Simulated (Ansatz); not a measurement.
**CPO (quartet): from Hartree-Fock to the top rungs, cc-pVDZ**

Aim: climb from Hartree-Fock through coupled cluster and multireference methods for CPO (quartet) at one geometry and basis, and see what each rung misses.

Computed with Ansatz 0.2.0, Gaussian basis. Level: cc-pVDZ, core rule «outside noble gas», up to 7 orbitals frozen.

The runs, in order: UHF; CCSD(T) on ROHF; CCSD(T) on UHF; BCCD(T) on ROHF; CISD as a restricted active space (open shells left free, so some higher excitations enter); CCSDT(Q) on ROHF; CCSDT(Q) on UHF; CASSCF and MRCISD+Q, 13 electrons in 11 orbitals; CASSCF and NEVPT2, 13 electrons in 11 orbitals.

16 further runs of the same task are left out: 4 that didn't finish, 12 set aside as unsound or not needed. Runs told in other sessions of the task aren't counted.

## (1) What is computed

The geometry is a PBE0/def2-TZVP stationary point (not a proven minimum) of the parent state, kept for this charge and spin.

3 atoms, charge 0, spin multiplicity 4.

Atoms are counted from 1 here; the program's logs count them from 0.

Bond lengths: O1–C2 1.157 Å, C2–P3 1.656 Å. Angles: O1–C2–P3 180.0°.

As a file:

```
O     0.0000    0.0000    1.3231
C     0.0000    0.0000    0.1664
P     0.0000    0.0000   -1.4895
```

## (2) UHF

Contents of in.yaml:

```yaml
crystal:
  periodic: [false, false, false]
  atoms:
    - {symbol: O, position_ang: [0.000000, 0.000000, 1.323100]}
    - {symbol: C, position_ang: [0.000000, 0.000000, 0.166400]}
    - {symbol: P, position_ang: [0.000000, 0.000000, -1.489500]}
basis:
  gaussian: {orbitals: cc-pVDZ}
magnetization: {spin_polarized: true, initial_magnetization: 3}
hamiltonian: {xc: hf}
output: {orbitals: {seedname: orbitals}}
```

On the command line:

```bash
> ansatz run in.yaml --threads 1 --pin off --events-out ev --progress --plain --max-ram 2393MiB
```

Further steps of the session: CCSD(T) on ROHF; CCSD(T) on UHF; BCCD(T) on ROHF; CISD as a restricted active space (open shells left free, so some higher excitations enter); CCSDT(Q) on ROHF; CCSDT(Q) on UHF; CASSCF and MRCISD+Q, 13 electrons in 11 orbitals; CASSCF and NEVPT2, 13 electrons in 11 orbitals.

**Question.** What will the summary of the whole plan be? Wanted: UCCSDT(Q) from the RHF energy; RMP2 from UCCSDT(Q); UMP2 from UCCSDT(Q); RCCSD from UCCSDT(Q); RCCSD(T) from UCCSDT(Q); UCCSD(T) from UCCSDT(Q); RCCSDT(Q) from UCCSDT(Q); NEVPT2 valence from UCCSDT(Q); MRCISD+Q valence from UCCSDT(Q).

**Answer**, as computed:

| quantity | value |
| --- | --- |
| UCCSDT(Q) from the ROHF energy | -11.0701 eV |
| RMP2 from UCCSDT(Q) | +93.3 kJ/mol |
| UMP2 from UCCSDT(Q) | +107.8 kJ/mol |
| RCCSD from UCCSDT(Q) | +41.8 kJ/mol |
| RCCSD(T) from UCCSDT(Q) | +6.4 kJ/mol |
| UCCSD(T) from UCCSDT(Q) | +6.7 kJ/mol |
| RCCSDT(Q) from UCCSDT(Q) | +0.4 kJ/mol |
| NEVPT2 valence from UCCSDT(Q) | +135.2 kJ/mol |
| MRCISD+Q valence from UCCSDT(Q) | +8.9 kJ/mol |
| levels within 1 kcal/mol (43 meV) | RCCSDT, UCCSDT, RCCSDT(Q) |
| T1 diagnostic | 0.027 |
| effectively unpaired electrons | 3.04 |

In words: RCCSD(T) misses by +6.4 kJ/mol, 0.6 % of the correlation energy. One determinant dominates. Of the multireference levels listed MRCISD+Q valence comes nearest in total energy (+8.9 kJ/mol), which doesn't show that its space is the better one. These misses are within one basis, not against nature; the frozen cores of restricted and unrestricted runs differ, which can shift their rows.

With open shells the CI space here admits some higher excitations, so it is larger than plain CISD.
